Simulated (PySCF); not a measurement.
System (SMILES): [SiH4] (SiH4).
Geometry (B3LYP-D3(BJ)/def2-TZVP, fixed):
```xyz
5

Si     0.0000     0.0000     0.0000
H      0.8756     0.8547     0.8331
H     -0.8222    -0.8655     0.8753
H     -0.8862     0.8545    -0.8220
H      0.8328    -0.8437    -0.8864
```

Basis-set convergence of the mean static polarisability at PBE with PySCF. All functions are spherical. Density fitting with generated auxiliary sets. In sets without p functions on hydrogen, species with hydrogen take exact integrals. No added dispersion term, no relativity. Reference: the value in aug-pcseg-3, 33.12 bohr³, itself unsure by roughly 0.2 % (its mean distance from aug-cc-pV(Q+d)Z, aug-pcseg-2, aug-cc-pV(T+d)Z). Deviations are taken from unrounded values.

| basis | functions | mean static polarisability (bohr³) |
|---|---|---|
| 6-31G* | 26 | 22.89 |
| 6-31+G* | 30 | 25.09 |
| def2-SVP | 38 | 26.59 |
| def2-SVPD | 56 | 32.43 |
| pcseg-1 | 38 | 25.48 |
| aug-pcseg-1 | 63 | 32.26 |
| cc-pV(D+d)Z | 43 | 27.12 |
| aug-cc-pV(D+d)Z | 68 | 32.94 |
| 6-311G** | 50 | 27.16 |
| 6-311+G** | 54 | 27.81 |
| def2-TZVP | 61 | 30.04 |
| def2-TZVPD | 79 | 32.87 |
| pcseg-2 | 90 | 29.13 |
| aug-pcseg-2 | 142 | 32.96 |
| cc-pV(T+d)Z | 95 | 30.47 |
| aug-cc-pV(T+d)Z | 147 | 33.12 |
| def2-TZVPP | 98 | 30.38 |
| def2-TZVPPD | 116 | 33.03 |
| cc-pV(Q+d)Z | 184 | 31.86 |
| aug-cc-pV(Q+d)Z | 273 | 33.13 |
| def2-QZVPP | 190 | 32.08 |
| def2-QZVPPD | 208 | 33.11 |
| pcseg-3 | 196 | 31.96 |
| aug-pcseg-3 | 285 | 33.12 |

What the diffuse functions change, pair by pair:
- 6-31G* to 6-31+G*: 4 more functions, deviation -30.9 to -24.2 %
- def2-SVP to def2-SVPD: 18 more functions, deviation -19.7 to -2.1 %
- pcseg-1 to aug-pcseg-1: 25 more functions, deviation -23.1 to -2.6 %
- cc-pV(D+d)Z to aug-cc-pV(D+d)Z: 25 more functions, deviation -18.1 to -0.5 %
- 6-311G** to 6-311+G**: 4 more functions, deviation -18.0 to -16.0 %
- def2-TZVP to def2-TZVPD: 18 more functions, deviation -9.3 to -0.7 %
- pcseg-2 to aug-pcseg-2: 52 more functions, deviation -12.0 to -0.5 %
- cc-pV(T+d)Z to aug-cc-pV(T+d)Z: 52 more functions, deviation -8.0 to 0.0 %
- def2-TZVPP to def2-TZVPPD: 18 more functions, deviation -8.3 to -0.3 %
- cc-pV(Q+d)Z to aug-cc-pV(Q+d)Z: 89 more functions, deviation -3.8 to 0.0 %
- def2-QZVPP to def2-QZVPPD: 18 more functions, deviation -3.1 to 0.0 %
- pcseg-3 to aug-pcseg-3: 89 more functions, deviation -3.5 to 0.0 %

Leaving out the reference's own pair, they bring the value nearer the reference by more than 0.2 % in 11 of 11 pairs.
